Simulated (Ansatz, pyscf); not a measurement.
HO–PH• + H• → PH [triplet] + H₂O, a substitution at O on the triplet surface: O–P broken, H–O formed. Single points on ωB97X-D3(BJ)/def2-SVP structures (PySCF, gas phase). Wave-function energies: Ansatz (an electronic-structure program), frozen core, RHF or UHF references. In kcal/mol, from the separated reactants.

```
level                   barrier  reaction energy
----------------------  -------  ---------------
PBE/def2-TZVP              7.87           -26.02
B3LYP-D3(BJ)/def2-TZVP    10.94           -29.32
CCSD(T)/cc-pV(D+d)Z       16.64           -38.29
CCSDT(Q)/cc-pV(D+d)Z      16.21           -38.10
CCSD(T)/cc-pV(T+d)Z       17.88           -34.34
CCSD(T)/cc-pV(Q+d)Z       17.61           -33.36
```

In cc-pV(D+d)Z, going from CCSD(T) to CCSDT(Q) shifts the barrier by -0.44 and the reaction energy by +0.19 kcal/mol. With HF in the quadruple-zeta basis and the correlation energy extrapolated as X⁻³ from X = 3, 4, CCSD(T) gives 17.61 and -32.75; adding the double-zeta shift gives ΔE‡ = 17.17 and ΔE = -32.56 kcal/mol, without core correlation, relativity or geometry relaxation at these levels. HO–PH• + H• also meet on a surface of lower spin, which isn't treated here. This is the saddle that the search found; another between the same sides may lie lower. The angle at the attacked O is 149°.
